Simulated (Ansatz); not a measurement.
hcp Re, treated with r²SCAN (PAW; Ansatz, an electronic-structure program).

Run with plane-wave cutoff 600 eV, 30×30×14 k mesh (along the axes of the cell as run), Fermi–Dirac smearing 0.059 eV (set by the program), no spin polarisation, scalar-relativistic PAW data made under PBE.

Cell (relaxed at this level):

```yaml
crystal:
  lattice:
    - [2.75834, 0.00000, 0.00000]
    - [-1.37917, 2.38879, 0.00000]
    - [0.00000, 0.00000, 4.46119]
  atoms:
    - { symbol: Re, position: [0.66667, 0.33333, 0.75000] }
    - { symbol: Re, position: [0.33333, 0.66667, 0.25000] }
```

Problem. What does this level give for the Young modulus, Voigt–Reuss–Hill bulk modulus, elastic constant C44, elastic constant C11, elastic constant C12, elastic constant C13, elastic constant C33 and elastic constant C66?

Solution. 
- Young modulus = 471 GPa
- Voigt–Reuss–Hill bulk modulus = 388 GPa
- elastic constant C44 = 164 GPa
- elastic constant C11 = 643 GPa
- elastic constant C12 = 292 GPa
- elastic constant C13 = 230 GPa
- elastic constant C33 = 705 GPa
- elastic constant C66 = 175 GPa

Measured, for comparison: elastic constant C44 161 GPa, elastic constant C11 616 GPa, elastic constant C12 273 GPa, elastic constant C13 206 GPa, elastic constant C33 683 GPa (temperature not stated, no zero-point or thermal correction; as tabulated in Mehl and Papaconstantopoulos (1996), arXiv:mtrl-th/9602003). Computed (rounded) less measured: elastic constant C44 +2 %, elastic constant C11 +4 %, elastic constant C12 +7 %, elastic constant C13 +12 %, elastic constant C33 +3 %. A static lattice is as a rule a little smaller and stiffer than an uncorrected measurement, which narrows the difference in the elastic constant C44, elastic constant C11, elastic constant C12, elastic constant C33 and would widen misses of the other sign.

Elastic constants are with the ions relaxed.

Spin–orbit coupling is not included.

Cost on a shared machine: around 80 core-minutes (rough).
